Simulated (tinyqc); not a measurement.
Inside a calculation (part 2 of 2). Method: CIS and TDHF on RHF in the sto-3g basis, frozen core, for H2O, spin multiplicity 1. Computed by tinyqc, a small Python program that keeps every step (integrals from PySCF). Command: `OMP_NUM_THREADS=1 python tinyqc.py 22749 22750 out.jsonl` (the two numbers bound the seeds that draw the settings). One thread of a shared host (Intel(R) Xeon(R) Processor @ 2.60GHz), about 0.07 s of CPU time with the checks.

Geometry (angstrom):
```
atom         x          y         z
O     0.000000   0.000000  0.000000
H     0.000000   0.905000  0.676000
H     0.000000  -0.905000  0.676000
```

## TDHF (RPA) triplet states

CIS matrix A, triplet (hartree), order 2>6, 2>7, 3>6, 3>7, 4>6, 4>7, 5>6, 5>7:
```
[[1.060268, 0.000000, 0.000000, -0.085000, -0.047164, 0.000000, 0.000000, 0.000000],
 [0.000000, 1.157830, -0.085000, 0.000000, 0.000000, 0.019804, 0.000000, 0.000000],
 [0.000000, -0.085000, 0.443817, 0.000000, 0.000000, -0.063988, 0.000000, 0.000000],
 [-0.085000, 0.000000, 0.000000, 0.527089, -0.063988, 0.000000, 0.000000, 0.000000],
 [-0.047164, 0.000000, 0.000000, -0.063988, 0.336065, 0.000000, 0.000000, 0.000000],
 [0.000000, 0.019804, -0.063988, 0.000000, 0.000000, 0.417339, 0.000000, 0.000000],
 [0.000000, 0.000000, 0.000000, 0.000000, 0.000000, 0.000000, 0.262377, 0.000000],
 [0.000000, 0.000000, 0.000000, 0.000000, 0.000000, 0.000000, 0.000000, 0.344232]]
```

Two-electron integrals over orbitals (pq|rs), unique and non-zero (hartree); the lowest 1 orbital is frozen and left out:
```
(22|22) 0.724160    (32|32) 0.128556    (33|22) 0.609404    (33|33) 0.586487
(42|22) -0.027210   (42|33) 0.004011    (42|42) 0.130126    (43|32) 0.029156
(43|43) 0.056499    (44|22) 0.660508    (44|33) 0.560882    (44|42) -0.093005
(44|44) 0.697059    (52|52) 0.151371    (53|53) 0.025925    (54|52) -0.042915
(54|54) 0.047337    (55|22) 0.756003    (55|33) 0.596259    (55|42) -0.079660
(55|44) 0.688049    (55|55) 0.880159    (62|22) 0.128831    (62|33) 0.063348
(62|42) 0.034029    (62|44) 0.061937    (62|55) 0.138822    (62|62) 0.093397
(63|32) -0.038518   (63|43) -0.039873   (63|63) 0.077479    (64|22) 0.131084
(64|33) 0.048333    (64|42) -0.047665   (64|44) 0.132659    (64|55) 0.152473
(64|62) 0.060424    (64|64) 0.099408    (65|52) 0.050584    (65|54) 0.006303
(65|65) 0.033787    (66|22) 0.587449    (66|33) 0.543558    (66|42) 0.047164
(66|44) 0.540267    (66|55) 0.572867    (66|62) 0.089271    (66|64) 0.053213
(66|66) 0.575320    (72|32) 0.056511    (72|43) -0.028860   (72|63) 0.028811
(72|72) 0.069326    (73|22) 0.168693    (73|33) 0.088259    (73|42) -0.075818
(73|44) 0.142693    (73|55) 0.204748    (73|62) 0.067477    (73|64) 0.102694
(73|66) 0.044720    (73|73) 0.160102    (74|32) -0.070893   (74|43) -0.014991
(74|63) 0.056295    (74|72) -0.017474   (74|74) 0.070494    (75|53) 0.023935
(75|75) 0.025365    (76|32) 0.085000    (76|43) 0.063988    (76|63) -0.068686
(76|72) -0.002765   (76|74) -0.060366   (76|76) 0.112987    (77|22) 0.607425
(77|33) 0.577824    (77|42) -0.019804   (77|44) 0.576531    (77|55) 0.608550
(77|62) 0.060424    (77|64) 0.053311    (77|66) 0.545491    (77|73) 0.098492
(77|77) 0.593895
```

B(ia,jb) = - (ib|ja); the squared energies are the eigenvalues of (A - B)(A + B); 1 hartree = 27.211386 eV.

TDHF matrix B, triplet (hartree), order 2>6, 2>7, 3>6, 3>7, 4>6, 4>7, 5>6, 5>7:
```
[[-0.093397, 0.000000, 0.000000, -0.028811, -0.060424, 0.000000, 0.000000, 0.000000],
 [0.000000, -0.069326, -0.067477, 0.000000, 0.000000, 0.017474, 0.000000, 0.000000],
 [0.000000, -0.067477, -0.077479, 0.000000, 0.000000, -0.102694, 0.000000, 0.000000],
 [-0.028811, 0.000000, 0.000000, -0.160102, -0.056295, 0.000000, 0.000000, 0.000000],
 [-0.060424, 0.000000, 0.000000, -0.056295, -0.099408, 0.000000, 0.000000, 0.000000],
 [0.000000, 0.017474, -0.102694, 0.000000, 0.000000, -0.070494, 0.000000, 0.000000],
 [0.000000, 0.000000, 0.000000, 0.000000, 0.000000, 0.000000, -0.033787, 0.000000],
 [0.000000, 0.000000, 0.000000, 0.000000, 0.000000, 0.000000, 0.000000, -0.025365]]
```

squared energies w^2 (hartree^2): [0.066201, 0.067700, 0.099287, 0.117852, 0.233563, 0.270651, 1.145628, 1.355703]

TDHF energies from the positive w^2 (eV): [7.001370, 7.080189, 8.574246, 9.341562, 13.150821, 14.156479, 29.125443, 31.683479]
